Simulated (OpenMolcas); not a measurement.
**One shape, several levels: HCl (hydrogen chloride)**

We compute a comparison of 6 runs (HF/3-21G, HF/def2-TZVPPD, B2PLYP/def2-TZVPPD, M06-L/def2-TZVPPD, r2SCAN/def2-TZVPPD, CCSD(T)/def2-TZVPPD) of HCl (hydrogen chloride). 

Program for the calculation: OpenMolcas 26.06.

1 further run of the same task is left out (set aside as unsound or not needed).

### Step 1. The molecule

HCl: 2 atoms, total charge 0, spin state singlet. SMILES: `Cl`. Geometry: relaxed at PBE0-D4/def2-TZVP.

Bond lengths: Cl1–H2 1.279 Å.

### Step 2. Energy and gradient at HF/3-21G (run 1)

Contents of mol.input:

```
&GATEWAY
 BasLib=$CurrDir
 Coord
 2
 angstrom
 Cl       0.546000      -0.178500       0.280800
 H       -0.546000       0.178500      -0.280800
 Basis=3-21G
 Group=NoSym

&SEWARD

&SCF
 Thresholds=1e-10 1e-07 1e-07 1e-05
 PrOrbitals=1

&ALASKA
```

The basis set 3-21G is read from a file made from the Basis Set Exchange's data (not shown).

Command:

```console
$ export MOLCAS_MEM=1860
$ pymolcas mol.input > mol.log
```

The program printed:

```text
--- Start Module: gateway ---
[...]
--- Stop Module: gateway /rc=_RC_ALL_IS_WELL_ ---
[...]
      Basis functions           15
[...]
--- Start Module: scf ---
[...]
       Convergence after   8 Iterations
[...]
::    Total SCF energy                               -457.8693115574
[...]
      Total spin, S                                     0.0000000000
[...]
      Total electronic charge=   18.000000
      Total            charge=   -0.000000
[...]
      Dipole Moment (debye):
      Origin of the operator (angstrom)=    0.5154   -0.1685    0.2651
                   X= -1.5803E+00               Y=  5.1665E-01               Z= -8.1275E-01           Total=  1.8507E+00
      Quadrupole Moment (debye*angstrom):
[...]
--- Stop Module: scf /rc=_RC_ALL_IS_WELL_ ---
--- Start Module: alaska ---
[...]
 *              Molecular gradients               *
 **************************************************
  Irreducible representation: a
 ------------------------------------------------------------------------------------------
                              X                       Y                       Z
 ------------------------------------------------------------------------------------------
  CL1              -7.45939234323068E-03    2.43864749682643E-03   -3.83625891937878E-03
  H2                7.45939234323068E-03   -2.43864749682665E-03    3.83625891937878E-03
 ------------------------------------------------------------------------------------------
--- Stop Module: alaska /rc=_RC_ALL_IS_WELL_ ---
[...]
```

Wall time 1.6 s (1 thread of AMD EPYC 9R45 (Zen 5), shared host); peak memory 0.37 GiB.

### Step 3. Energy and forces at HF/def2-TZVPPD (run 2)

Contents of mol.inp:

```
&GATEWAY
  BASLIB
  $CurrDir
  COORD
  2
  angstrom
  Cl       0.546000      -0.178500       0.280800
  H       -0.546000       0.178500      -0.280800
  BASIS
  def2-TZVPPD
  GROUP
  NoSym

&SEWARD

&SCF
  THRESHOLDS
  1e-10 1e-07 1e-07 1e-05
  PRORBITALS
  1

&ALASKA
```

The basis set def2-TZVPPD is read from a file made from the Basis Set Exchange's data (not shown).

Command:

```console
$ export MOLCAS_MEM=1860
$ pymolcas mol.inp > mol.log
```

The program printed:

```text
--- Start Module: gateway ---
[...]
--- Stop Module: gateway /rc=_RC_ALL_IS_WELL_ ---
[...]
      Basis functions           68
[...]
--- Start Module: scf ---
[...]
       Convergence after  11 Iterations
[...]
::    Total SCF energy                               -460.0999197328
[...]
      Total spin, S                                     0.0000000000
[...]
      Total electronic charge=   18.000000
      Total            charge=   -0.000000
[...]
      Dipole Moment (debye):
      Origin of the operator (angstrom)=    0.5154   -0.1685    0.2651
                   X= -1.0134E+00               Y=  3.3129E-01               Z= -5.2116E-01           Total=  1.1867E+00
      Quadrupole Moment (debye*angstrom):
[...]
--- Stop Module: scf /rc=_RC_ALL_IS_WELL_ ---
[...]
--- Start Module: alaska ---
[...]
 *              Molecular gradients               *
 **************************************************
  Irreducible representation: a
 ------------------------------------------------------------------------------------------
                              X                       Y                       Z
 ------------------------------------------------------------------------------------------
  CL1               7.96596806436867E-03   -2.60425879014714E-03    4.09678357587695E-03
  H2               -7.96596806436956E-03    2.60425879014670E-03   -4.09678357587739E-03
 ------------------------------------------------------------------------------------------
--- Stop Module: alaska /rc=_RC_ALL_IS_WELL_ ---
[...]
```

Wall time 3.3 s (1 thread of AMD EPYC 9R45 (Zen 5), shared host); peak memory 0.41 GiB.

Run 3 isn't shown in full; the table further down has it.

### Step 4. Energy and gradient at M06-L/def2-TZVPPD (run 4)

Contents of input.xyz:

```xyz
2

Cl     0.546000    -0.178500     0.280800
H     -0.546000     0.178500    -0.280800
```

Contents of calc.inp:

```
&GATEWAY
  BasLib = $CurrDir
  Coord = input.xyz
  Basis = def2-TZVPPD
  Group = NoSym

&SEWARD
  GridInput
  Grid=UltraFine
  End of Grid

&SCF
  KSDFT = M06L
  Thresholds = 1e-10 1e-07 1e-07 1e-05
  PrOrbitals = 1 1

&ALASKA
```

The basis set def2-TZVPPD is read from a file made from the Basis Set Exchange's data (not shown).

Command:

```console
$ export MOLCAS_MEM=1860
$ pymolcas calc.inp > calc.log
```

The program printed:

```text
--- Start Module: gateway ---
[...]
--- Stop Module: gateway /rc=_RC_ALL_IS_WELL_ ---
[...]
      Basis functions           68
[...]
--- Start Module: scf ---
[...]
       Convergence after  11 Iterations
[...]
::    Total KS-DFT energy                            -460.8118514447
[...]
      Total spin, S                                     0.0000000000
[...]
      Total electronic charge=   18.000000
      Total            charge=   -0.000000
[...]
      Dipole Moment (debye):
      Origin of the operator (angstrom)=    0.5154   -0.1685    0.2651
                   X= -9.4709E-01               Y=  3.0963E-01               Z= -4.8708E-01           Total=  1.1091E+00
      Quadrupole Moment (debye*angstrom):
[...]
--- Stop Module: scf /rc=_RC_ALL_IS_WELL_ ---
[...]
--- Start Module: alaska ---
[...]
 *              Molecular gradients               *
 **************************************************
  Irreducible representation: a
 ------------------------------------------------------------------------------------------
                              X                       Y                       Z
 ------------------------------------------------------------------------------------------
  CL1               2.10497170816382E-03   -6.88163827547106E-04    1.08255687800618E-03
  H2               -2.10497170816382E-03    6.88163827545996E-04   -1.08255687800840E-03
 ------------------------------------------------------------------------------------------
--- Stop Module: alaska /rc=_RC_ALL_IS_WELL_ ---
[...]
```

It took 7.2 s on 1 thread of AMD EPYC 9R45 (Zen 5), shared host; peak memory 0.41 GiB.

Run 5 isn't shown in full; the table further down has it.

### Step 5. A single-point energy at CCSD(T)/def2-TZVPPD (run 6)

Contents of test.inp:

```
&gateway
 baslib=$CurrDir
 coord
 2
 angstrom
 Cl       0.546000      -0.178500       0.280800
 H       -0.546000       0.178500      -0.280800
 basis=def2-TZVPPD
 group=NoSym

&seward

&scf
 thresholds=1e-10 1e-07 1e-07 1e-05
 prorbitals=1 1

&rasscf
 fileorb=$Project.ScfOrb
 spin=1
 nactel=0 0 0
 inactive=9
 ras2=0
 outorbitals=Canonical
 orblisting=Few

&motra
 jobiph
 frozen=5

&ccsdt
 cct
 triples=2
 iterations=80
 accuracy=1e-08
 extrapolation=5 4
```

The basis set def2-TZVPPD is read from a file made from the Basis Set Exchange's data (not shown).

Command:

```console
$ export MOLCAS_MEM=1860
$ pymolcas test.inp > test.log
```

The program printed:

```text
--- Start Module: gateway ---
[...]
--- Stop Module: gateway /rc=_RC_ALL_IS_WELL_ ---
[...]
      Basis functions           68
[...]
       Convergence after  11 Iterations
[...]
::    Total SCF energy                               -460.0999197328
[...]
      Total spin, S                                     0.0000000000
[...]
      Number of active orbitals                  0
[...]
      Spin quantum number                      0.0
[...]
      Active orbitals                            0
[...]
      Number of CSFs                             1
[...]
      Number of root(s) required                 1
[...]
      Convergence after  4 iterations
[...]
      Natural orbitals and occupation numbers for root  1
      ************************************************************************************************************************
      *                                                    Final results                                                     *
      ************************************************************************************************************************
[...]
::    RASSCF root number  1 Total energy:   -460.09991973
[...]
      Total electronic charge=   18.000000
      Total            charge=   -0.000000
[...]
      Dipole Moment (debye):
      Origin of the operator (angstrom)=    0.5154   -0.1685    0.2651
                   X= -1.0134E+00               Y=  3.3129E-01               Z= -5.2116E-01           Total=  1.1867E+00
      Quadrupole Moment (debye*angstrom):
[...]
--- Start Module: motra ---
[...]
--- Stop Module: motra /rc=_RC_ALL_IS_WELL_ ---
--- Start Module: ccsdt ---
[...]
      Convergence after                    12  Iterations
      Total energy (diff) :    -460.32546776      -0.00000001
[...]
 METHOD                       : CCSD+T(CCSD)+<T3(1)WT1> = CCSD(T)
[...]
       CCSD     =      -460.3254677573855
[...]
```

Run time: 6 s. Hardware: 1 thread of AMD EPYC 9R45 (Zen 5), shared host; peak memory 0.41 GiB.

### Step 6. Overview of the runs

```
run                level      task  frozen core orbitals  energy (Eh)  dipole moment (D) of the reference  HOMO energy (eV)  LUMO energy (eV)  wall time
  1             HF/3-21G  gradient                     –  -457.869312                                1.85            -13.04              4.67      1.6 s
  2       HF/def2-TZVPPD  gradient                     –  -460.099920                                1.19            -12.98              1.90      3.3 s
  3   B2PLYP/def2-TZVPPD    energy                     5  -460.689193                                1.14            -10.79              0.68      5.7 s
  4    M06-L/def2-TZVPPD  gradient                     –  -460.811851                                1.11             -8.27             -0.41      7.2 s
  5   r2SCAN/def2-TZVPPD  gradient                     –  -460.786915                                1.12             -8.38             -0.35      6.9 s
  6  CCSD(T)/def2-TZVPPD    energy                     5  -460.333773                                1.19            -12.98              1.90        6 s
```

### Step 7. Results

```
                                          quantity          value
                               run 6: total energy  -460.33377 Eh
         run 6: dipole moment (mean-field density)         1.19 D
        run 6: HOMO energy (Hartree–Fock orbitals)      -12.98 eV
        run 6: LUMO energy (Hartree–Fock orbitals)        1.90 eV
      run 6: HOMO–LUMO gap (Hartree–Fock orbitals)       14.88 eV
run 6: correlation energy (5 core orbitals frozen)     -233.9 mEh
                             run 6: (T) correction      -8.31 mEh
```

Over runs 1, 2, 3, 4, 5 the dipole moment (its size) runs from 1.11 D (M06-L/def2-TZVPPD) to 1.85 D (HF/3-21G). The two ends differ in method and basis. Over runs 1, 2, 3, 4, 5 the HOMO–LUMO gap runs from 7.87 eV (M06-L/def2-TZVPPD) to 17.72 eV (HF/3-21G). For B2PLYP the log adds the whole second-order term; the table takes 0.27 of it, as the functional is defined. Totals of different functionals can't be ranked against each other. All runs together took 31 s, the longest 7.2 s.
